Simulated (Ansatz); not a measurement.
## [H···H···BH$_{2}$], doublet along the distance H1-H2

All five atoms lie in one plane.

Starting geometry:

```xyz
5

H    -1.9803    0.0000    0.0000
H    -1.2353    0.0000    0.0000
B     0.1727    0.0000    0.0000
H     0.6818    0.0000    1.0770
H     0.6818    0.0000   -1.0770
```

From there H2 is moved from one fragment to the other while all else, the fragments' distance too, stays fixed; atoms are numbered as listed. Energies are in kcal/mol, counted from the starting geometry at the same level.

Basis cc-pVTZ; Ansatz 0.2.0. Only valence electrons are correlated (noble-gas cores frozen). R marks a restricted (for open shells ROHF) determinant, U an unrestricted one.

Full CI isn't at hand for all of this; UCCSDT(Q) serves as the reference, and is uncertain by about the last step of the cluster series.

```tsv
distance H1-H2 (Å)	UHF
0.745	0.0
0.779	-1.4
0.847	-3.6
0.915	-5.1
0.983	-5.7
```

Q: Estimate the UCCSDT(Q) curve in cc-pVTZ from this one, knowing how UHF errs.

A: The computed UCCSDT(Q) values, in kcal/mol from the starting point, and the error of UHF against them:
```tsv
distance H1-H2 (Å)	UCCSDT(Q)	UHF less UCCSDT(Q)
0.745	0.0	0.0
0.779	-1.5	0.1
0.847	-3.4	-0.2
0.915	-4.2	-0.9
0.983	-3.8	-1.9
```

The error spans 2.0 kcal/mol and is largest, -1.9 kcal/mol, at 0.983 Å.
